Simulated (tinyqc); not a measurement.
Orbital energy against energy difference: ionisation energy by orbital energies and by energy differences in the 6-31g basis, for LiH, spin multiplicity 1. Computed by the program tinyqc with PySCF. The cation is unrestricted; errors are against CCSD(T) in this basis, not against experiment.

Geometry (angstrom):
```
atom,x,y,z
Li,0.0000,0.0000,0.0000
H,0.0000,0.0000,1.5370
```

CCSD(T) difference in the same basis = 7.6620 eV

IP-EOM-CCSD = 7.6620 eV

First vertical ionisation energy (eV):
```
method,-e(HOMO),E(cation) - E,error of -e(HOMO),error of the difference
HF,8.2690,7.158573,0.6070,-0.5034
LDA,4.4745,8.362479,-3.1875,0.7005
PBE,4.4708,8.203311,-3.1912,0.5413
B3LYP,5.4123,8.442595,-2.2497,0.7806
PBE0,5.5501,8.160763,-2.1119,0.4988
CAM-B3LYP,6.9577,8.423237,-0.7044,0.7612
LC-wPBE,8.2748,8.237124,0.6128,0.5751
```

What does the comparison show, and why?

Koopmans errs by +0.61 eV and Delta-HF by -0.50 eV: relaxation, 1.11 eV, lowers the value and the missing correlation difference works against it. The PBE level is off by -3.2 eV through the wrong tail of its potential, though its energy difference is off by +0.54 eV; exact exchange deepens the level, and among the orbital energies HF comes closest; among the differences PBE0 does.
